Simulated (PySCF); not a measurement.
Cartesian coordinates in Å; atom numbers follow the order of the lines, from 1:
```xyz
17

C    -2.111    0.377    0.266
C    -1.291   -0.862    0.593
P     0.453   -0.818    0.065
O     1.209   -2.089    0.297
C     1.207    0.640    0.858
C     2.703    0.704    0.578
H    -1.750    1.264    0.808
H    -3.166    0.232    0.541
H    -2.082    0.608   -0.811
H    -1.272   -1.072    1.676
H    -1.708   -1.764    0.116
H     0.343   -0.406   -1.304
H     0.683    1.552    0.525
H     1.018    0.530    1.940
H     2.905    0.867   -0.492
H     3.178    1.522    1.138
H     3.181   -0.244    0.865
```

Geometry: PBE0-D3(BJ)/def2-SVP; GIAO absolute shieldings from PySCF 2.14, gas phase, non-relativistic, averaged over equivalent atoms.

At PBE0/6-31G* (110 basis functions, 8.3 s wall time on 1 thread of an x86-64 server CPU, shared host):
```json
{"atoms": "C2/C5", "σ (ppm)": "171.1"}
{"atoms": "C1/C6", "σ (ppm)": "186.6"}
{"atoms": "P3", "σ (ppm)": "359.0"}
{"atoms": "O4", "σ (ppm)": "258.7"}
{"atoms": "H12", "σ (ppm)": "25.14"}
{"atoms": "H11/H14", "σ (ppm)": "30.55"}
{"atoms": "H10/H13", "σ (ppm)": "30.69"}
{"atoms": "H7/H8/H9/H15/H16/H17", "σ (ppm)": "30.93"}
```

Task: What do these become at PBE0/6-311+G(2d,p)?

Result: 
| atoms | σ at PBE0/6-311+G(2d,p) | change |
| --- | --- | --- |
| C2/C5 | 160.7 | -10.4 |
| C1/C6 | 179.9 | -6.7 |
| P3 | 288.0 | -71.0 |
| O4 | 247.2 | -11.5 |
| H12 | 24.48 | -0.66 |
| H11/H14 | 29.89 | -0.66 |
| H10/H13 | 30.00 | -0.69 |
| H7/H8/H9/H15/H16/H17 | 30.47 | -0.46 |

The largest change is at P3 (phosphorus bonded to 2 C, O, H). Cost: 236 basis functions, 22 s wall time on 1 thread of an x86-64 server CPU, shared host.
